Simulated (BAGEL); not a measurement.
**singlet BNH2Cl+: a chain of runs**

We compute a single-point energy (singlet BNH2Cl+, HF/def2-SVP), then a single-point energy (doublet BNH2Cl, NEVPT2(3,3)/def2-SVP), then the energy (doublet BNH2Cl, CASPT2(3,3)/def2-SVP) of BClH2N. 

The results are computed with BAGEL 1.2.2.

2 further runs of the same task are left out: 2 set aside as unsound or not needed.

## Step 1: The structure to begin with

The species is BNH2Cl+ (5 atoms), meant as a singlet with charge +1. As SMILES of the parent species, `N[B]Cl`. The N1–H4 distance was set to 1.608 Å, away from the relaxed value. That shape belongs to the parent species and isn't relaxed for this state. At this shape a bond of the SMILES string is far longer than usual.

Bond lengths: N1–B2 1.376 Å, B2–Cl3 1.746 Å, N1–H5 1.010 Å. Angles: N1–B2–Cl3 124.3°, B2–N1–H5 123.4°. A long bond or contact: N1–H4 1.608 Å.

## Step 2: A single-point energy at HF/def2-SVP (density fitting with svp-jkfit) (run 1)

input.json

```json
{ "bagel" : [

{
  "title" : "molecule",
  "basis" : "svp",
  "df_basis" : "svp-jkfit",
  "geometry" : [
    { "atom" : "N", "xyz" : [     0.32435259,     0.15761639,    -0.46649779 ] },
    { "atom" : "B", "xyz" : [     0.76957207,    -1.65028460,     1.34971799 ] },
    { "atom" : "Cl", "xyz" : [     3.49380125,    -3.50523976,     1.50127402 ] },
    { "atom" : "H", "xyz" : [    -2.22364073,     1.81394811,    -0.51608420 ] },
    { "atom" : "H", "xyz" : [     1.55229663,     0.56012805,    -1.87226506 ] }
  ]
},

{
  "title" : "hf",
  "charge" : 1
},

{
  "title" : "print",
  "file" : "orbitals.molden",
  "orbitals" : "true"
}

]}
```

The run is started by

```
$ BAGEL_NUM_THREADS=1 BAGEL input.json > input.out
```

Output:

```text
* using 1 threads per process

  ===============================================================
  ===============================================================

  *** Geometry ***

  { "atom" : "N", "xyz" : [      0.324353,      0.157616,     -0.466498 ] },
  { "atom" : "B", "xyz" : [      0.769572,     -1.650285,      1.349718 ] },
  { "atom" : "Cl", "xyz" : [      3.493801,     -3.505240,      1.501274 ] },
  { "atom" : "H", "xyz" : [     -2.223641,      1.813948,     -0.516084 ] },
  { "atom" : "H", "xyz" : [      1.552297,      0.560128,     -1.872265 ] },

  Number of auxiliary basis functions:      316

  Since a DF basis is specified, we compute 2- and 3-index integrals:
    o Being stored without compression. Storage requirement is 0.008 GB

  Number of basis functions:       56
  Number of electrons      :       31

    * METHOD: MOLECULE                             0.08

  *** RHF ***

  === Nuclear Repulsion ===
    75.5817862057

      * DIIS with orbital gradients will be used.

  === RHF iteration (svp) ===
      0       -539.07645438          0.02228147           0.02
      1       -539.15356568          0.01709983           0.02
      2       -539.20672702          0.00197353           0.02
      3       -539.20850200          0.00055704           0.02
      4       -539.20862159          0.00021488           0.02
      5       -539.20864258          0.00007311           0.02
      6       -539.20864586          0.00002026           0.02
      7       -539.20864616          0.00000535           0.02
      8       -539.20864619          0.00000182           0.02
      9       -539.20864619          0.00000060           0.02
     10       -539.20864619          0.00000027           0.02
     11       -539.20864619          0.00000007           0.02
     12       -539.20864619          0.00000004           0.02
     13       -539.20864619          0.00000001           0.02
     14       -539.20864619          0.00000000           0.02
    * SCF iteration converged.

    * Permanent dipole moment:
           (    1.989871,    -1.411619,     0.178631) a.u.

    * METHOD: HF                                   0.35

    * METHOD: PRINT                                0.01

  ===============================================================
```

It took 0.57 s on 1 thread of Arm Neoverse V1, shared host; peak memory 0.14 GiB.

## Step 3: Doublet neutral BNH2Cl: the energy at NEVPT2(3,3)/def2-SVP (density fitting with svp-jkfit) (run 2)

nevpt2.json

```json
{ "bagel": [

{
  "title": "molecule",
  "basis": "svp",
  "df_basis": "svp-jkfit",
  "geometry": [
    { "atom": "N", "xyz": [  0.32435259,  0.15761639, -0.46649779 ] },
    { "atom": "B", "xyz": [  0.76957207, -1.65028460,  1.34971799 ] },
    { "atom": "Cl", "xyz": [  3.49380125, -3.50523976,  1.50127402 ] },
    { "atom": "H", "xyz": [ -2.22364073,  1.81394811, -0.51608420 ] },
    { "atom": "H", "xyz": [  1.55229663,  0.56012805, -1.87226506 ] }
  ]
},
{
  "title": "hf",
  "charge": 1
},
{
  "title": "casscf",
  "nstate": 1,
  "nact": 3,
  "nclosed": 14,
  "nspin": 1,
  "active": [12, 16, 17],
  "maxiter": 200,
  "natocc": true
},
{
  "title": "nevpt2",
  "nstate": 1,
  "nact": 3,
  "nclosed": 14,
  "nspin": 1,
  "active": [12, 16, 17],
  "maxiter": 200,
  "natocc": true,
  "ncore": 7
},
{
  "title": "print",
  "file": "orbitals.molden",
  "orbitals": true
}

]}
```

The run is started by

```
$ BAGEL_NUM_THREADS=1 BAGEL nevpt2.json > nevpt2.out
```

Output:

```text
* using 1 threads per process

  ===============================================================
  ===============================================================

  *** Geometry ***

  { "atom" : "N", "xyz" : [      0.324353,      0.157616,     -0.466498 ] },
  { "atom" : "B", "xyz" : [      0.769572,     -1.650285,      1.349718 ] },
  { "atom" : "Cl", "xyz" : [      3.493801,     -3.505240,      1.501274 ] },
  { "atom" : "H", "xyz" : [     -2.223641,      1.813948,     -0.516084 ] },
  { "atom" : "H", "xyz" : [      1.552297,      0.560128,     -1.872265 ] },

  Number of auxiliary basis functions:      316

  Since a DF basis is specified, we compute 2- and 3-index integrals:
    o Being stored without compression. Storage requirement is 0.008 GB

  Number of basis functions:       56
  Number of electrons      :       31

    * METHOD: MOLECULE                             0.08

  *** RHF ***

  === Nuclear Repulsion ===
    75.5817862057

      * DIIS with orbital gradients will be used.

  === RHF iteration (svp) ===
      0       -539.07645438          0.02228147           0.02
      1       -539.15356568          0.01709983           0.02
      2       -539.20672702          0.00197353           0.02
      3       -539.20850200          0.00055704           0.02
      4       -539.20862159          0.00021488           0.02
      5       -539.20864258          0.00007311           0.02
      6       -539.20864586          0.00002026           0.02
      7       -539.20864616          0.00000535           0.02
      8       -539.20864619          0.00000182           0.02
      9       -539.20864619          0.00000060           0.02
     10       -539.20864619          0.00000027           0.02
     11       -539.20864619          0.00000007           0.02
     12       -539.20864619          0.00000004           0.02
     13       -539.20864619          0.00000001           0.02
     14       -539.20864619          0.00000000           0.02
    * SCF iteration converged.

    * Permanent dipole moment:
           (    1.989871,    -1.411619,     0.178631) a.u.

    * METHOD: HF                                   0.35

  ---------------------------
      CASSCF calculation
  ---------------------------

    ==== Active orbitals : =====
         Orbital 12
         Orbital 16
         Orbital 17
    ============================

    * nstate   :      1
    * nclosed  :     14
    * nact     :      3
    * nvirt    :     39
  === CASSCF iteration (svp) ===

    * Using the second-order algorithm

      0  0      -539.46830451     2.01e-02      0.01

      1  0      -539.53151271     3.81e-03      0.11

      2  0      -539.53894974     4.74e-04      0.10

      3  0      -539.53908795     1.58e-04      0.11

      4  0      -539.53909213     4.56e-05      0.11

      5  0      -539.53909239     1.35e-05      0.11

      6  0      -539.53909241     3.96e-06      0.11

      7  0      -539.53909241     1.16e-06      0.11

      8  0      -539.53909241     3.37e-07      0.11

      9  0      -539.53909241     9.84e-08      0.10

     10  0      -539.53909241     2.87e-08      0.09

     11  0      -539.53909241     8.37e-09      0.09

    * Second-order optimization converged. *

     guess   0:   closed 1..                  open .1.

  === FCI iteration ===

      0  0      -539.49285285     6.25e-02      0.00
      1  0      -539.53798110     8.43e-03      0.00
      2  0      -539.53906744     1.34e-03      0.00
      3  0      -539.53909138     1.59e-04      0.00
      4  0      -539.53909232     5.42e-05      0.00
      5  0      -539.53909241     4.26e-06      0.00
      6  0      -539.53909241     9.23e-09      0.00
      7  0 *    -539.53909241     2.09e-15      0.00

     * ci vector, state   0, <S^2> = 0.7500
       2a.    -0.9706053730
       .a2    -0.2355640107

    * METHOD: CASSCF                               1.20

    * freezing 7 orbitals

  === DF-NEVPT2 calculation ===

    * 3-index integral transformation done
    * assembly done

      NEVPT2 correlation energy:   -0.3435602926      0.05

          (+0)     -0.2498720789
          (+0)'    -0.0251354211
          (+1)     -0.0140094554
          (+1)'    -0.0004480372
          (+2)     -0.0004033178
          (-1)     -0.0481877191
          (-1)'    -0.0007541958
          (-2)     -0.0047500673

      NEVPT2 total energy:       -539.8826526998

    * METHOD: NEVPT2                               0.09

    * METHOD: PRINT                                0.01

  ===============================================================
```

Wall time 1.9 s (1 thread of Arm Neoverse V1, shared host); peak memory 0.14 GiB.

## Step 4: Doublet neutral BNH2Cl: the energy at CASPT2(3,3)/def2-SVP (density fitting with svp-jkfit) (run 3)

input.json

```json
{ "bagel": [

{
  "title": "molecule",
  "basis": "svp",
  "df_basis": "svp-jkfit",
  "geometry": [
    { "atom": "N", "xyz": [  0.32435259,  0.15761639, -0.46649779 ] },
    { "atom": "B", "xyz": [  0.76957207, -1.65028460,  1.34971799 ] },
    { "atom": "Cl", "xyz": [  3.49380125, -3.50523976,  1.50127402 ] },
    { "atom": "H", "xyz": [ -2.22364073,  1.81394811, -0.51608420 ] },
    { "atom": "H", "xyz": [  1.55229663,  0.56012805, -1.87226506 ] }
  ]
},
{ "title": "hf", "charge": 1 },
{ "title": "casscf", "nstate": 1, "nact": 3, "nclosed": 14, "nspin": 1, "active": [12, 16, 17], "maxiter": 200, "natocc": true },
{ "title": "print", "file": "orbitals.molden", "orbitals": true },
{ "title": "smith", "method": "caspt2", "ms": true, "xms": true, "sssr": true, "shift": 0.2, "shift_imag": true, "ncore": 7 }

]}
```

The run is started by

```
$ BAGEL_NUM_THREADS=1 BAGEL input.json > input.out
```

Output:

```text
* using 1 threads per process

  ===============================================================
  ===============================================================

  *** Geometry ***

  { "atom" : "N", "xyz" : [      0.324353,      0.157616,     -0.466498 ] },
  { "atom" : "B", "xyz" : [      0.769572,     -1.650285,      1.349718 ] },
  { "atom" : "Cl", "xyz" : [      3.493801,     -3.505240,      1.501274 ] },
  { "atom" : "H", "xyz" : [     -2.223641,      1.813948,     -0.516084 ] },
  { "atom" : "H", "xyz" : [      1.552297,      0.560128,     -1.872265 ] },

  Number of auxiliary basis functions:      316

  Since a DF basis is specified, we compute 2- and 3-index integrals:
    o Being stored without compression. Storage requirement is 0.008 GB

  Number of basis functions:       56
  Number of electrons      :       31

    * METHOD: MOLECULE                             0.08

  *** RHF ***

  === Nuclear Repulsion ===
    75.5817862057

      * DIIS with orbital gradients will be used.

  === RHF iteration (svp) ===
      0       -539.07645438          0.02228147           0.02
      1       -539.15356568          0.01709983           0.02
      2       -539.20672702          0.00197353           0.02
      3       -539.20850200          0.00055704           0.02
      4       -539.20862159          0.00021488           0.02
      5       -539.20864258          0.00007311           0.02
      6       -539.20864586          0.00002026           0.02
      7       -539.20864616          0.00000535           0.02
      8       -539.20864619          0.00000182           0.02
      9       -539.20864619          0.00000060           0.02
     10       -539.20864619          0.00000027           0.02
     11       -539.20864619          0.00000007           0.02
     12       -539.20864619          0.00000004           0.02
     13       -539.20864619          0.00000001           0.02
     14       -539.20864619          0.00000000           0.02
    * SCF iteration converged.

    * Permanent dipole moment:
           (    1.989871,    -1.411619,     0.178631) a.u.

    * METHOD: HF                                   0.35

  ---------------------------
      CASSCF calculation
  ---------------------------

    ==== Active orbitals : =====
         Orbital 12
         Orbital 16
         Orbital 17
    ============================

    * nstate   :      1
    * nclosed  :     14
    * nact     :      3
    * nvirt    :     39
  === CASSCF iteration (svp) ===

    * Using the second-order algorithm

      0  0      -539.46830451     2.01e-02      0.01

      1  0      -539.53151271     3.81e-03      0.10

      2  0      -539.53894974     4.74e-04      0.10

      3  0      -539.53908795     1.58e-04      0.10

      4  0      -539.53909213     4.56e-05      0.11

      5  0      -539.53909239     1.35e-05      0.11

      6  0      -539.53909241     3.96e-06      0.10

      7  0      -539.53909241     1.16e-06      0.11

      8  0      -539.53909241     3.37e-07      0.11

      9  0      -539.53909241     9.84e-08      0.10

     10  0      -539.53909241     2.87e-08      0.09

     11  0      -539.53909241     8.37e-09      0.09

    * Second-order optimization converged. *

     guess   0:   closed 1..                  open .1.

  === FCI iteration ===

      0  0      -539.49285285     6.25e-02      0.00
      1  0      -539.53798110     8.43e-03      0.00
      2  0      -539.53906744     1.34e-03      0.00
      3  0      -539.53909138     1.59e-04      0.00
      4  0      -539.53909232     5.42e-05      0.00
      5  0      -539.53909241     4.26e-06      0.00
      6  0      -539.53909241     9.23e-09      0.00
      7  0 *    -539.53909241     2.09e-15      0.00

     * ci vector, state   0, <S^2> = 0.7500
       2a.    -0.9706053730
       .a2    -0.2355640107

    * METHOD: CASSCF                               1.19

    * METHOD: PRINT                                0.01

  === SMITH program ===

    * freezing 7 orbitals

    * Approximate memory requirement for SMITH calulation per MPI process:
      o Storage requirement for T-amplitude, lambda, and residual is 0.00 GB
      o Storage requirement for MO integrals is 0.00 GB
    * Calculating and saving rdm4f

    * Zeroth order energy : state  0       -1.0637295671

    * CASPT2 iteration is performed using orthogonal basis

      -------------------------------------------  CASPT2 iteration  ---------------------------------------------------
       #      aibj      arbs      arbi      airj      risj      airs      arst      rist         Etot      error   time
      ------------------------------------------------------------------------------------------------------------------

       0  -0.24944  -0.00579  -0.05109  -0.01527  -0.00058  -0.02354  -0.00085  -0.00047   -0.3470495  0.0019332   0.03
       1  -0.24955  -0.00582  -0.05122  -0.01537  -0.00061  -0.02389  -0.00087  -0.00049   -0.3478170  0.0002647   0.02
       2  -0.24956  -0.00582  -0.05121  -0.01537  -0.00061  -0.02390  -0.00087  -0.00049   -0.3478351  0.0000497   0.02
       3  -0.24956  -0.00582  -0.05121  -0.01537  -0.00061  -0.02390  -0.00087  -0.00049   -0.3478357  0.0000092   0.02
       4  -0.24956  -0.00582  -0.05121  -0.01537  -0.00061  -0.02390  -0.00087  -0.00049   -0.3478357  0.0000019   0.02
       5  -0.24956  -0.00582  -0.05121  -0.01537  -0.00061  -0.02390  -0.00087  -0.00049   -0.3478357  0.0000004   0.02

      ------------------------------------------------------------------------------------------------------------------

    * CASPT2 energy : state  0     -539.8890339211
        w/o shift correction       -539.8869281126
        reference weight              0.8897192007

    * METHOD: SMITH                                0.20

  ===============================================================
```

Run time: 2 s. Hardware: 1 thread of Arm Neoverse V1, shared host; peak memory 0.14 GiB.

## Step 5: Outcome

```
                                   quantity          value
           run 1, HF/def2-SVP: total energy  -539.20865 Eh
            run 1, HF/def2-SVP: HOMO energy      -18.10 eV
            run 1, HF/def2-SVP: LUMO energy       -6.60 eV
          run 1, HF/def2-SVP: HOMO–LUMO gap       11.49 eV
doublet neutral BNH2Cl, run 2: total energy  -539.88265 Eh
doublet neutral BNH2Cl, run 3: total energy  -539.88903 Eh
```
